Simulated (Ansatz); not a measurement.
Two structures, one formula

Two relaxed structures of Al2NH6 (charge +1), singlet (PBE0-D4/def2-TZVP; forces vanish, vibrations not checked).

A:

N1  (-0.856, 0.762, -0.720)
Al2  (0.648, 0.040, -1.190)
Al3  (0.827, -1.629, 1.653)
H4  (-1.348, 0.620, 0.149)
H5  (-1.373, 1.410, -1.299)
H6  (1.139, -0.983, 0.096)
H7  (1.671, 0.010, -2.359)
H8  (1.974, -2.628, 1.989)
H9  (-0.492, -1.005, 2.208)
(Å)

B:

N1  (-0.862, 1.142, -0.801)
Al2  (0.697, -0.148, -0.625)
Al3  (0.736, -1.539, 1.610)
H4  (-1.511, 1.153, -0.016)
H5  (-1.411, 0.939, -1.638)
H6  (-0.531, 2.100, -0.926)
H7  (1.430, 0.131, -1.994)
H8  (1.921, -2.551, 1.810)
H9  (-0.468, -1.227, 2.581)
(Å)

Computed with Ansatz 0.2.0 (basis: def2-TZVPP); correlated methods freeze the cores. B3LYP uses VWN-RPA correlation.

Question: Which structure is lower at CCSD(T), and by how much? (To be estimated.)

Answer: Computed: B, by 6.42 kcal/mol (electronic energy, against the other). By their contacts, A is Al₂NH₆ ([NH2][AlH][H][AlH2]), total charge +1 and B is Al₂NH₆ ([NH3][AlH][AlH2]), total charge +1.

All methods give the same order:

| method | E(B) − E(A) (kcal/mol) |
| --- | --- |
| PBE-D4 | -7.39 |
| r2SCAN-D4 | -4.56 |
| PBE0-D4 | -8.78 |
| B3LYP-D4 | -4.20 |
| wB97M-V | -3.87 |
| HF | -7.28 |
| MP2 | -3.80 |
| CCSD | -6.71 |
| CCSD(T) | -6.42 |

No T1 diagnostic of these runs exceeds 0.012.

Labels in which every atom is bracketed show which atoms are joined, not bond orders.

For scale, one of the runs: CCSD(T)/def2-TZVPP, 199 basis functions, launched by `ansatz run in.yaml --threads 2 --pin off --events-out ev --progress --plain --max-ram 4352MiB`. The run took 9.5 s on 2 CPU threads of an AMD EPYC 9R45 (shared host), with 2.1 GiB of host memory at its peak.
